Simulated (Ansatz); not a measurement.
Si(SiH3)H3 (Si₂H₆). The state is a triplet with charge 0. Geometry PBE-D4/def2-TZVP, that of the neutral singlet; atoms count from 1.

```tsv
atom	x (Å)	y (Å)	z (Å)
Si1	0.902	-0.739	0.128
Si2	-0.902	0.739	-0.128
H3	-0.440	2.022	-0.744
H4	-1.519	1.042	1.201
H5	-1.947	0.135	-1.013
H6	1.959	-0.124	0.992
H7	1.503	-1.063	-1.203
H8	0.444	-2.012	0.768
```

At PBE0-D4/def2-TZVP a singlet of charge 0 lies 6.29 eV below the triplet at the same geometry.

**Question.** Estimate the Mulliken populations from the PBE0/def2-TZVP orbitals of Ansatz.

**Answer.** 
| atom | charge (e) | spin (α − β) |
| --- | --- | --- |
| Si1 | -0.03 | 0.78 |
| Si2 | -0.03 | 0.78 |
| H3 | 0.01 | 0.11 |
| H4 | 0.01 | 0.11 |
| H5 | 0.02 | 0.00 |
| H6 | 0.02 | 0.00 |
| H7 | 0.01 | 0.11 |
| H8 | 0.01 | 0.11 |
Mulliken values depend strongly on the basis.

**Question.** Where does the spin sit?

**Answer.** Summed by element: Si 1.56, H 0.44, of 2 unpaired in all. Largest on single atoms: Si1 0.78, Si2 0.78, H4 0.11.

**Question.** And the Mayer bond orders between heavy atoms (over 0.3)?

**Answer.** Si1–Si2 1.06 (2.35 Å).
